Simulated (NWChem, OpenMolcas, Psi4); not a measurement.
How methods differ on C2H3Cl (SMILES C=CCl)

C2H3Cl has 6 atoms, charge 0, and is taken as a singlet. SMILES: `C=CCl`. Geometry: relaxed at PBE0-D4/def2-TZVP.

Quantity: the dipole moment, in D. The values are calculated.

**The experiment to reproduce.** NIST CCCBDB gives the dipole moment of the gas as 1.45 D.

```csv
level,kind,program,value (D),computed − measured
HF/def2-SVPD,Hartree–Fock,Psi4,1.68,+0.23
SVWN5/def2-SVPD,LDA,OpenMolcas,1.37,-0.08
BLYP/def2-SVPD,GGA,Psi4,1.35,-0.10
TPSS/def2-SVPD,meta-GGA,OpenMolcas,1.46,+0.01
M06-2X/def2-SVPD,hybrid meta-GGA,NWChem,1.54,+0.09
TPSSh/def2-SVPD,hybrid meta-GGA,Psi4,1.49,+0.04
HSE06/def2-SVPD,range-separated hybrid,Psi4,1.47,+0.02
wB97X-V/def2-SVPD,range-separated hybrid,Psi4,1.53,+0.08
```

Nearest: TPSS/def2-SVPD (+0.01 D); farthest: HF/def2-SVPD (+0.23 D). The measured dipole is a vibrational average, so differences of a few hundredths of a debye mean little. Computed less measured by kind, in D (of the ab initio rows, those in def2-SVPD): Hartree–Fock +0.23; LDA -0.08; GGA -0.10; meta-GGA +0.01; global hybrid +0.04 to +0.09; range-separated hybrid +0.02 to +0.08. Magnitudes only.
